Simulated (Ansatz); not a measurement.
Ansatz (a quantum-chemistry and plane-wave program) input (PBE0/def2-TZVPD):

Ansatz 0.2 input:
```yaml
crystal:
  periodic: [false, false, false]
  atoms:
    - {symbol: Si, position_ang: [-0.00000000, -0.00000000, -0.57233761]}
    - {symbol: O, position_ang: [0.00000000, 0.00000000, 1.00159081]}
basis:
  gaussian:
    orbitals: def2-TZVPD
hamiltonian:
  xc: {name: PBE0}
total_charge: -1
magnetization: {spin_polarized: true, initial_magnetization: 3}
```

End of the output:

```
integrals: 0.01 GiB planned
480 factors; their error is unknown
mean field: 0.22 GiB planned
mean field evaluation 1: about -9909.3746 eV, gradient 3.8e1 eV
mean field evaluation 2: about -9892.6221 eV, gradient 8.2e1 eV
mean field evaluation 4: about -9917.0987 eV, gradient 3.0e0 eV
mean field evaluation 8: about -9917.1512 eV, gradient 2.5e-2 eV
mean field evaluation 16: about -9917.1644 eV, gradient 3.2e-5 eV
mean field -9917.16440170 eV, -364.4490696669 hartree, gradient 3.3e-5 eV, S^2 3.759054; 1 other end points of the search recorded, 0 dependent functions left out
reference -9917.16442512 eV, -364.4490705275 hartree; 13, 10 occupied and 70, 73 virtual orbitals, 480 factors
Total energy: -9917.16442512 eV, -364.4490705275 hartree
```

This state (charge -1, quartet) is run at the relaxed geometry of the species with charge 0 and multiplicity 3.
